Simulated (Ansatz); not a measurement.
## Stretching singlet SO

The S–O distance is varied.

Basis set: 6-31G (spherical functions). Charge 0, multiplicity 1.

Computed with Ansatz (development build ahead of 0.2.0), each point on the determinant that the search for low states chose. Each curve is measured from its own lowest point listed.

```json
{"r(S–O) (Å)": "1.788", "UHF (eV)": "0.356", "PBE (unrestricted) (eV)": "0.000"}
{"r(S–O) (Å)": "1.937", "UHF (eV)": "0.374", "PBE (unrestricted) (eV)": "0.606"}
{"r(S–O) (Å)": "2.086", "UHF (eV)": "0.298", "PBE (unrestricted) (eV)": "1.347"}
{"r(S–O) (Å)": "2.235", "UHF (eV)": "0.208", "PBE (unrestricted) (eV)": "2.096"}
{"r(S–O) (Å)": "2.384", "UHF (eV)": "0.136", "PBE (unrestricted) (eV)": "2.717"}
{"r(S–O) (Å)": "2.533", "UHF (eV)": "0.086", "PBE (unrestricted) (eV)": "3.131"}
{"r(S–O) (Å)": "2.682", "UHF (eV)": "0.055", "PBE (unrestricted) (eV)": "3.400"}
{"r(S–O) (Å)": "2.831", "UHF (eV)": "0.036", "PBE (unrestricted) (eV)": "3.576"}
{"r(S–O) (Å)": "2.980", "UHF (eV)": "0.025", "PBE (unrestricted) (eV)": "3.690"}
{"r(S–O) (Å)": "3.129", "UHF (eV)": "0.019", "PBE (unrestricted) (eV)": "3.759"}
{"r(S–O) (Å)": "3.278", "UHF (eV)": "0.015", "PBE (unrestricted) (eV)": "3.807"}
{"r(S–O) (Å)": "3.427", "UHF (eV)": "0.007", "PBE (unrestricted) (eV)": "3.841"}
{"r(S–O) (Å)": "3.576", "UHF (eV)": "0.002", "PBE (unrestricted) (eV)": "3.866"}
{"r(S–O) (Å)": "3.725", "UHF (eV)": "0.000", "PBE (unrestricted) (eV)": "3.884"}
{"r(S–O) (Å)": "3.874", "UHF (eV)": "0.000", "PBE (unrestricted) (eV)": "3.897"}
```

Question: Give the PBE0 (unrestricted) curve at the same distances.

Answer:

```
r (Å)  E (eV)
1.788   0.000
1.937   0.709
2.086   1.343
2.235   1.823
2.384   2.143
2.533   2.350
2.682   2.485
2.831   2.573
2.980   2.631
3.129   2.669
3.278   2.694
3.427   2.706
3.576   2.711
3.725   2.717
3.874   2.724
```

Caution at some points: another spin multiplicity may lie lower; the unrestricted determinant is a mixture of spin states. Caution for PBE (unrestricted) at some points, PBE0 (unrestricted) at some points: charge can spread falsely over distant fragments.
